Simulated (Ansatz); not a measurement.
# Si2H5F: how energies converge with the basis set

The task here is to estimate one member of a computed series from the others.

Method: one geometry, several basis sets; program: Ansatz 0.2.0, Gaussian basis.

Levels to be run: PBE0-D4/def2-SVP; ωB97M-V/def2-SVP; PBE0-D4/def2-QZVPP; ωB97M-V/def2-QZVPP; the functionals' def2-TZVPP values are taken from earlier runs.

### The relaxed structure

All runs share one geometry, relaxed beforehand with PBE0-D4 in a triple-zeta def2 set.

SMILES `F[SiH2][SiH3]`, 8 atoms, charge 0, spin multiplicity 1.

Atoms are counted from 1 here; the program's logs count them from 0.

Bond lengths: F1–Si2 1.607 Å, Si2–Si3 2.343 Å, Si2–H4 1.486 Å, Si2–H5 1.486 Å, Si3–H6 1.487 Å, Si3–H7 1.489 Å, Si3–H8 1.487 Å. Angles: F1–Si2–Si3 109.8°, F1–Si2–H4 107.7°, F1–Si2–H5 107.7°, Si3–Si2–H4 111.3°, Si3–Si2–H5 111.3°, H4–Si2–H5 108.9°, Si2–Si3–H6 110.7°, Si2–Si3–H7 108.2°, Si2–Si3–H8 110.7°, H6–Si3–H7 109.0°, H6–Si3–H8 109.2°, H7–Si3–H8 109.0°.

The first run:

Contents of in.yaml:

```yaml
crystal:
  periodic: [false, false, false]
  atoms:
    - {symbol: F, position_ang: [-2.015237, 0.986107, -0.226792]}
    - {symbol: Si, position_ang: [-0.575369, 0.581086, -0.813616]}
    - {symbol: Si, position_ang: [0.633501, -0.611215, 0.800387]}
    - {symbol: H, position_ang: [-0.798703, -0.237500, -2.033879]}
    - {symbol: H, position_ang: [0.125732, 1.834679, -1.195665]}
    - {symbol: H, position_ang: [0.849454, 0.218230, 2.015105]}
    - {symbol: H, position_ang: [1.955689, -0.971083, 0.218920]}
    - {symbol: H, position_ang: [-0.082866, -1.857404, 1.179841]}
basis:
  gaussian: {orbitals: def2-SVP}
hamiltonian: {xc: pbe0, dispersion: d4}
output: {orbitals: {seedname: orbitals}}
```

Among the steps run: PBE0-D4 in def2-SVP; ωB97M-V in def2-SVP; PBE0-D4 in def2-QZVPP; ωB97M-V in def2-QZVPP.

One table of the session follows, with a row left open; its other results are not shown here.

It belongs to the step «Functionals by basis». 

| functional | basis | HOMO (eV) |
| --- | --- | --- |
| PBE0-D4 | def2-SVP | -8.41 |
| PBE0-D4 | def2-TZVPP | -8.41 |
| PBE0-D4 | def2-QZVPP | -8.41 |
| ωB97M-V | def2-SVP | -10.43 |
| ωB97M-V | def2-TZVPP | -10.46 |
| ωB97M-V | def2-QZVPP | ? |

Q: Estimate the row for ωB97M-V, def2-QZVPP from the others.

**Answer.** HOMO (eV): -10.47. In the column «HOMO (eV)» it is the lowest.
